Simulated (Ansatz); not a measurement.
`BN[SiH3]` → H• + `B[N][SiH3]`• at 500 K and 1 bar (homolysis of the H–N bond).

Program: Ansatz. Geometries: PBE0-D4/def2-TZVP. ΔE: electronic, gas phase. CBS: MP2 limit from def2 TZ/QZ plus the TZ coupled-cluster correction, frozen cores. This one scheme is used for every species, atoms too. No spin–orbit coupling; open shells (•) take unrestricted orbitals.

| species | CCSD(T)/CBS energy (Eh) | H − E (kJ/mol) | S (J/(mol·K)) |
| --- | --- | --- | --- |
| `BN[SiH3]` | -372.22946 | 202.1 | 342.4 |
| H• | -0.50000 | 10.4 | 125.5 |
| `B[N][SiH3]`• | -371.54912 | 163.0 | 361.6 |

H − E and S are ideal-gas, rigid-rotor, harmonic terms from PBE0-D4/def2-TZVP, with the whole ground term of open shells counted as degenerate. 1 Eh = 2625.50 kJ/mol, R = 8.31446 J/(mol·K).

Problem. By hand: ΔE, ΔH, ΔS and ΔG.

Solution. ΔE = (-0.50000) + (-371.54912) − (-372.22946) = 0.18034 Eh = 473.5 kJ/mol. Δ(H − E) = 10.4 + 163.0 − 202.1 = -28.7, so ΔH = 444.8 kJ/mol. ΔS = 125.5 + 361.6 − 342.4 = 144.7 J/(mol·K). ΔG = 444.8 − 500 × (144.7)/1000 = 372.5 kJ/mol.

Problem. By hand: the equilibrium constant, and the temperature at which ΔG would vanish if ΔH and ΔS stayed fixed.

Solution. log₁₀ K = −ΔG/(RT ln 10) = -38.9. ΔG = 0 at ΔH/ΔS = 3074 K, far beyond where these terms or the molecules hold.

The number of gas molecules changes by +1, which sets the sign of ΔS. A doubt of 5 kJ/mol in ΔE shifts log₁₀ K by 0.5 here. Modes under 60 cm⁻¹, often nearly free rotors, make the harmonic entropy too high. These are equilibria of isolated gas molecules and say nothing of rates. Largest T1 diagnostic: 0.026 (customary marks: 0.02 for closed shells, 0.045 for open ones).
